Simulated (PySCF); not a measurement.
A species of formula C6H6 has this rotational fingerprint, computed with PySCF 2.14.0, PBE0-D3(BJ)/def2-SVP geometry optimisation, gas phase:

| Quantity | Value |
| --- | --- |
| Rotational constants | A = 25424, B = 1451, C = 1396 MHz |
| Dipole components | \|μa\| = 0.00 D, \|μb\| = 0.00 D, \|μc\| = 0.00 D |
| Inertial defect | -6.26 u·Å² |
| κ | -1.00 |

Question: Which candidate fits, each taken in the one conformer that was computed?
A. 1,3-hexadiyne, `C#CC#CCC`
B. `C=C1C=CC=C1` (fulvene)
C. `[CH:1]#[C:2][CH2:3][CH2:4][C:5]#[CH:6]` with C2–C3–C4–C5 180°

Answer: C. It is C#CCCC#C, a near-prolate asymmetric top, point group C2h. The candidates at the same level (rigid rotor, commonest isotopes):

```
     SMILES  A (MHz)  B (MHz)  C (MHz)  μa (D)  μb (D)  μc (D)  Δ (u·Å²)  point group                        rotor
C=C1C=CC=C1     8211     3811     2603    0.67    0.00    0.00      0.00          C2v               asymmetric top
   C#CC#CCC    21877     1326     1270    1.32    0.06    0.00     -6.31           Cs  near-prolate asymmetric top
   C#CCCC#C    25424     1451     1396    0.00    0.00    0.00     -6.26          C2h  near-prolate asymmetric top
```

`C#CC#CCC` has A 14 % too low; `C=C1C=CC=C1` has B 163 % too high. No structure here is proved a minimum.
